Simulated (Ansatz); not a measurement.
Al(H2S)H3 (AlH₅S), relaxed as a singlet with RKS PBE0-D4/def2-TZVP in Ansatz, starting from the GFN2-xTB geometry. Force threshold 0.02 eV/Å.

Start:

Cartesian coordinates in Å:
```
Al -0.4348 -0.4230 0.8494
S 0.5512 -0.0316 -1.3821
H -0.2090 1.0503 -1.5437
H 1.5376 0.6695 -0.8257
H -1.8222 -0.9210 0.3301
H -0.2772 1.0944 1.2497
H 0.6545 -1.4386 1.3223
```

| step | energy (eV) | largest force component (eV/Å) | SCF passes |
| --- | --- | --- | --- |
| 1 | -17506.8294 | 0.430 | 22 |
| 2 | -17506.8853 | 0.243 | 25 |
| 3 | -17506.8966 | 0.163 | 25 |
| 4 | -17506.8992 | 0.020 | 25 |

Force components are those of the run's own axes.

End:

```xyz
7

Al   -0.4536   -0.4180    0.8990
S     0.5565   -0.0197   -1.3875
H    -0.1469    1.0812   -1.7022
H     1.6177    0.7007   -0.9868
H    -1.8580   -0.9470    0.3547
H    -0.3643    1.0766    1.4558
H     0.6486   -1.4738    1.3670
```

By distances, no bond broke or formed. The bond that changes most is Al1–S2, from 2.47 to 2.53 Å (atoms count from 1).

No frequencies were taken in this run, so the end may be a saddle point.

Hardware: 2 threads of AMD EPYC 7R13 on a shared host. Wall time 4.3 s.
